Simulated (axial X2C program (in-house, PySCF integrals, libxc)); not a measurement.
**Low determinants of SiP at the PBE0 level, 2c**

All values were computed with an in-house relativistic program for diatomic molecules. Two-component (2c) means X2C with spin–orbit coupling and atomic mean-field two-electron Coulomb and Gaunt terms. Basis: P dyall-v3z [8s7p2d1f], Si dyall-v3z [8s7p2d1f] (cores contracted in-house); Gaussian nuclei, density fitting, unrestricted open shells. Masses: P 30.974 u, Si 27.977 u.

Search at 2.090 Å (vertical energies from the lowest determinant):

```csv
ΔE (eV),state,electrons beyond evenly filled partner blocks,"electrons in ±ω = 1/2, 3/2, 5/2, 7/2"
0.00,Ω = 3/2,ω = 3/2,24 5 0 0
0.02,Ω = 1/2,ω = 1/2,23 6 0 0
2.12,Ω = 1/2,"2 × ω = -1/2, ω = 3/2",24 5 0 0
2.14,Ω = 5/2,"ω = -1/2, 2 × ω = 3/2",23 6 0 0
2.38,Ω = 7/2,"ω = 1/2, 2 × ω = 3/2",23 6 0 0
2.41,Ω = 3/2,ω = 3/2,22 7 0 0
3.01,Ω = 5/2,"2 × ω = 1/2, ω = 3/2",24 5 0 0
```

Lowest determinant, Ω = 3/2 (⟨Sz⟩ = 0.50, ⟨Lz⟩ = 1.00 at PBE0): Re = 2.077 Å, ωe = 633.6 cm⁻¹.

The determinant in row 2 of the search, Ω = 1/2 (⟨Sz⟩ = -0.50, ⟨Lz⟩ = 1.00 at PBE0), was followed along the bond at PBE0; measured from the minimum of the lowest determinant it gives:

Te = 0.025 eV (201 cm⁻¹), Re = 2.078 Å, ωe = 632.8 cm⁻¹.

(1) Compare the bond of the determinant in row 2 with that of the lowest one.

The search compares states at one distance, so a state with another bond length can lie lower; it is not exhaustive and yields mostly the lowest determinant of each block pattern, so other components and higher states of one pattern are missing. These are energies of single determinants, not of spin-adapted states; PBE0 term energies can be off by some tenths of an eV, and the functional has no current term. The lowest determinant need not be the ground state where others lie within half an eV. Some points of a curve did not converge.

## Answers

(1) At PBE0 its Re is 0.001 Å longer and its force constant, which goes as ωe², is 1.00 times that of the lowest determinant. T0 ≈ Te + Δωe/2 = 201 + (0) = 201 cm⁻¹.
